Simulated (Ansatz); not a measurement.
# Rb5BeRu: from a trial structure to a relaxed crystal

Computed with Ansatz 0.2.0, DFT PBE, scalar-relativistic, plane waves, PAW. Cutoff 420 eV, Γ-centred k mesh, Gaussian smearing, no spin polarisation in the final step.

Rb5BeRu was placed on the sites of a reported ZnPd5Se cell (P4/mmm, No. 123), with Be in place of Zn, Ru in place of Se, Rb in place of Pd, at a guessed volume.

```xyz
7
Lattice="5.0115 0.0000 0.0000 0.0000 5.0115 0.0000 0.0000 0.0000 8.8019" Properties=species:S:1:pos:R:3 pbc="T T T"
Rb    2.5057    0.0000    6.3919
Rb    0.0000    2.5057    6.3919
Rb    2.5057    0.0000    2.4100
Rb    0.0000    2.5057    2.4100
Rb    0.0000    0.0000    0.0000
Be    2.5057    2.5057    0.0000
Ru    0.0000    0.0000    4.4009
```

Steps on the 4×4×2 mesh (7 atoms). 6 of 6 steps are shown, and the free energy counts from the last. Trial steps that were taken back and renewals of the plane-wave basis can be among the rows.

```
step  ΔF (meV/atom) V (Å³/atom) P (GPa) largest force component (eV/Å)
   1          278.9        31.58     6.13                           0.589
   2          121.9        35.74     3.45                           0.231
   3           43.4        40.21     1.68                           0.106
   4           10.6        44.91     0.39                           0.035
   5            8.3        46.54     0.02                           0.002
   6            0.0        46.54     0.33                           0.002
```

A final relaxation ran on a 6×6×4 mesh. The relaxed crystal, P4/mmm (No. 123):

Space group P4/mmm (No. 123). a = 5.928 Å, b = 5.928 Å, c = 9.679 Å, α = 90.00°, β = 90.00°, γ = 90.00°
```csv
atom,site,symmetry,x,y,z
Rb,4i,2mm.,0.5000,0.0000,0.6964
Rb,1a,4/mmm,0.0000,0.0000,0.0000
Be,1c,4/mmm,0.5000,0.5000,0.0000
Ru,1b,4/mmm,0.0000,0.0000,0.5000
```

```yaml
Volume_per_atom: 48.59 Å³
Density: 2.62 g/cm³
Energy_over_the_elements: 1.04 eV/atom
Gap_on_the_6×6×4_mesh: 0 eV (a metal)
```

Energies over the elements count from the elements' standard structures at the same level, with no empirical corrections.

The final run used a 6×6×4 mesh on its 7-atom cell and 0.10 eV smearing. For metals, differences of a few meV/atom aren't resolved.

Symmetry constrained the relaxation, so the result can be a saddle point.

Cost: 3 runs of about 2.4 core-minutes in all, on Intel Xeon Platinum 8488C (Sapphire Rapids) (shared hosts).